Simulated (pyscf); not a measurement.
A first-order saddle from PySCF, ωB97X-D3(BJ)/def2-SVP:

```
W
F 1 1.8610
F 1 1.8750 2 85.59
S 1 2.0891 2 103.91 3 -116.38
S 1 2.2204 2 97.78 3 130.39
H 5 1.5776 1 67.69 2 -147.71
S 6 1.7399 5 147.54 1 -24.87
H 7 1.3468 6 85.86 5 -80.50
```
Charge 0, spin multiplicity 1.

Surface: singlet, charge 0. Lowest wavenumbers (cm⁻¹): 1096i, 83, 122, 164, 177.

Task: What reaction is this the transition state of?

Result: F–W(F)(=S)=S (SMILES [F][W]([F])(=[S])=[S]) + H₂S (SMILES S) ⇌ F–W(F)(=S)(SH)–SH (SMILES [F][W]([F])(=[S])([SH])[SH]), an addition across a multiple bond or ene-type step read from left to right: H–S broken and H–S, S–W formed. At ωB97M-D3(BJ)/def2-TZVP it lies +18.6 kcal/mol from the left side and +22.4 kcal/mol from the right (each side as separated species at their lowest minima found). On the reactant side the descent ends in an adduct with a S–W contact, 14.1 kcal/mol under the separated species and 24.9 kcal/mol under the saddle at ωB97X-D3(BJ)/def2-TZVP. What is counted as formed (S–W) is already present as a longer contact in the reactant adduct; forming that adduct is a step of its own. At ωB97X-D3(BJ) the barrier from the zero used here is 10.8 kcal/mol. This is the saddle that the search found; another between the same sides may lie lower. Elements past Kr carry the def2 core potentials, without spin-orbit coupling.
